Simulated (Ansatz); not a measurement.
CH3FN2, SMILES `N=C(N)F`, relaxed with RKS PBE0-D4/def2-TZVP in Ansatz 0.2.0 from a PBE-D4/def2-SVP geometry. The force threshold is 0.005 eV/Å; the program also tests the step.

The species carries charge 0 and has multiplicity 1.

Start:

```xyz
7

N    -1.195    0.740   -0.076
C    -0.039    0.272    0.153
N     0.552   -0.766   -0.516
F     0.827    0.770    1.090
H    -1.377    1.570    0.503
H    -0.066   -1.314   -1.113
H     1.299   -1.272   -0.041
```

```
        step  energy (eV)  largest force (eV/Å)  largest move (Å)
           1   -6778.4056                 1.203             0.000
           2   -6778.4411                 0.305             0.022
           3   -6778.4443                 0.072             0.010
           4   -6778.4444                 0.053             0.006
           5   -6778.4446                 0.014             0.003
           6   -6778.4446                 0.011             0.001
7 (rejected)   -6778.4446                 0.030             0.010
           8   -6778.4447                 0.007             0.005
           9   -6778.4447                 0.004             0.001
```

End:

```xyz
7

N    -1.175    0.741   -0.078
C    -0.038    0.269    0.148
N     0.546   -0.761   -0.512
F     0.811    0.755    1.078
H    -1.365    1.551    0.500
H    -0.068   -1.305   -1.093
H     1.288   -1.250   -0.044
```

Hardware: 2 threads of a server CPU on a shared host. Wall time 19 s, peak host memory 0.25 GiB.
